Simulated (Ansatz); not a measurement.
in.yaml

```yaml
crystal:
  periodic: [false, false, false]
  atoms:
    - {symbol: B, position_ang: [0.000000, 0.000000, 2.129797]}
    - {symbol: B, position_ang: [0.000000, 0.000000, -2.643203]}
    - {symbol: H, position_ang: [0.000000, 1.023985, 2.753353]}
    - {symbol: H, position_ang: [0.000000, -1.023985, 2.753353]}
basis:
  gaussian: {orbitals: 6-31G}
magnetization: {spin_polarized: true, initial_magnetization: 0}
correlation: {method: ccsdtq, electrons: outside_noble_gas}
```

```sh
$ ansatz run in.yaml --threads 2 --pin off --events-out ev --progress --plain --max-ram 24576MiB --backend cuda --devices 0, --max-vram 18GiB
```

The program prints:

```
482 factors; integrals over basis functions are off by at most 2.0e-7 eV
mean field evaluation 1: about -1359.9221 eV, gradient 1.0e1 eV
mean field evaluation 2: about -1359.9194 eV, gradient 1.0e1 eV
mean field evaluation 4: about -1360.9017 eV, gradient 7.0e0 eV
mean field evaluation 8: about -1360.9017 eV, gradient 7.0e0 eV
mean field evaluation 16: about -1363.5942 eV, gradient 5.4e-7 eV
mean field evaluation 32: about -1367.5652 eV, gradient 5.8e-2 eV
mean field evaluation 64: about -1360.9049 eV, gradient 7.0e0 eV
mean field evaluation 96: about -1367.5622 eV, gradient 1.6e-2 eV
mean field evaluation 128: about -1367.5590 eV, gradient 1.5e-2 eV
mean field evaluation 160: about -1367.5666 eV, gradient 1.7e-2 eV
...
cycle 103  -2.62163263 eV  change   5.7e-11 eV  update   4.4e-6
cycle 104  -2.62163263 eV  change   1.7e-11 eV  update   7.9e-6
cycle 105  -2.62163263 eV  change   2.0e-11 eV  update   9.9e-6
cycle 106  -2.62163263 eV  change   1.8e-13 eV  update   5.5e-6
cycle 107  -2.62163263 eV  change  -1.5e-11 eV  update   5.3e-6
cycle 108  -2.62163263 eV  change  -8.4e-12 eV  update   6.4e-6
cycle 109  -2.62163263 eV  change  -9.7e-12 eV  update   3.4e-6
cycle 110  -2.62163263 eV  change  -1.2e-11 eV  update   1.6e-6
cycle 111  -2.62163263 eV  change  -7.0e-12 eV  update   1.6e-6
cycle 112  -2.62163263 eV  change  -9.1e-12 eV  update   8.9e-7
Total energy: -1370.18753152 eV, -50.3534630367 hartree
```

Ran on 2 threads of AMD EPYC 7R13 with a shared H100 80 GB, shared host: 45 s wall, 0.8 GiB peak host memory.
